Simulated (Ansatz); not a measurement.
A calculation with Ansatz (development build ahead of 0.2.0).

```yaml
crystal:
  periodic: [false, false, false]
  atoms:
    - { symbol: "N", position_ang: [-0.00243, -0.00857, 0.00455] }
    - { symbol: H, position_ang: [0.60229, 0.6004, 0.59643] }
    - { symbol: H, position_ang: [0.58944, -0.58584, -0.59476] }
    - { symbol: H, position_ang: [-0.60333, 0.59808, -0.5974] }
    - { symbol: H, position_ang: [-0.59324, -0.5847, 0.59275] }
basis:
  gaussian: { orbitals: STO-3G }
total_charge: 1
hamiltonian:
  xc: hf
correlation:
  method: mp2
  frozen_orbitals: { H: 0, "N": 1 }
```

The input is written out in the form of the current development build from the run's settings.

Results

| Item | Value |
| --- | --- |
| Converged | yes |
| Reference energy | -55.86732 hartree |
| Correlation energy | -0.06194 hartree |
| Total energy | -55.92926 hartree |
| Spin squared of the determinant | 0.000 |
